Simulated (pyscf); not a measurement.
This saddle point was located with ωB97X-D3(BJ)/def2-SVP in PySCF.

```
C
H 1 1.0971
H 1 1.0971 2 113.38
H 1 1.3174 2 106.59 3 -116.93
C 4 1.3661 1 174.84 2 -121.62
H 5 1.0970 4 103.66 1 -49.01
H 5 1.0970 6 113.61 4 -112.41
H 5 1.0971 6 114.01 7 -132.81
Cl 1 1.7530 2 111.46 3 126.74
```
Charge 0, spin multiplicity 2.

Surface: doublet, charge 0. Lowest wavenumbers (cm⁻¹): 1826i, 20, 98, 318, 495.

Task: Which two sides does it connect, and which bonds change?

Result: chloromethane (H₃C–Cl) + methyl (CH₃•) ⇌ •H₂C–Cl + methane (CH₄), a hydrogen abstraction read from left to right: C–H broken and C–H formed. At CCSD(T)/def2-TZVPP + ΔMP2(QZVPP) it lies +14.8 kcal/mol from the left side and +20.1 kcal/mol from the right (each side as separated species at their lowest minima found). One saddle was located; it need not be the lowest between these sides. The angle at the transferred H is 175°. The CCSD(T) − MP2 part came from Ansatz, without density fitting, on the same reference.
